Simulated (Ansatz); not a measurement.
## HAlS, singlet in 6-31G: errors against full CI

Geometry: a point of a breathe scan, not a stationary point.

```yaml
atoms:
  - { symbol: Al, position_ang: [0.0000, 0.0000, 0.2882] }
  - { symbol: S, position_ang: [0.0000, 0.0000, -3.7374] }
  - { symbol: H, position_ang: [0.0000, 0.0000, 3.4492] }
```

Basis 6-31G; Ansatz 0.2.0. Only valence electrons are correlated (noble-gas cores frozen), which leaves 10 electrons in 18 orbitals. R marks a restricted (for open shells ROHF) determinant. Active spaces: valence = (10e, 9o) chosen from the atoms' valence shells.

Full CI is exact within this basis and frozen core; it isn't the basis-set limit.

RHF is unstable: UHF (⟨S²⟩ = 2.00) lies 2.84 eV below the lowest RHF solution. Higher spins weren't run at this geometry and may lie near or lower.

```
UHF ⟨S²⟩                            : 1.996
⟨S²⟩ of the determinant under UCCSD : 1.659
T1 diagnostic (RCCSD)               : 0.1112
largest doubles amplitude (RCCSD)   : 0.364
```

Question: From what is known of these methods and the diagnostics, rank them by the size of their error in total energy against full CI in 6-31G, smallest first (an estimate: the text doesn't fix the numbers).
A. MRCISD+Q(relaxed) (valence space)
B. MRCISD (valence space)
C. CASSCF (valence space)
D. NEVPT2 (valence space)
E. CISDTQ

Answer: A (0.05 kcal/mol), B (1.50 kcal/mol), E (4.40 kcal/mol), D (8.50 kcal/mol), C (25.10 kcal/mol).

All errors are against full CI in 6-31G. Below it: MRCISD+Q(relaxed) (valence space). With T1 at 0.111 and a doubles amplitude of 0.36 one determinant is a poor start. Within each family the higher level lies nearer, as is usual though not guaranteed.

The restricted determinant belongs to another symmetry than the lowest state (B2); the lowest full-CI state of the determinant's symmetry (A1) lies 0.355 eV higher. RCCSDTQ ends 0.58 eV above even that state, so the restricted rows may stand on a higher one.

The full-CI state has the irrep B2 of C2v, in the program's axes (one component, if the state is degenerate).

Its occupations show that no single determinant describes this state well.

Natural occupations of full CI about the gap: 1.988 1.913 1.900 1.819 1.002 0.994 0.183 0.107 0.043 0.013; effectively unpaired electrons, Σ n²(2−n)², 2.33.
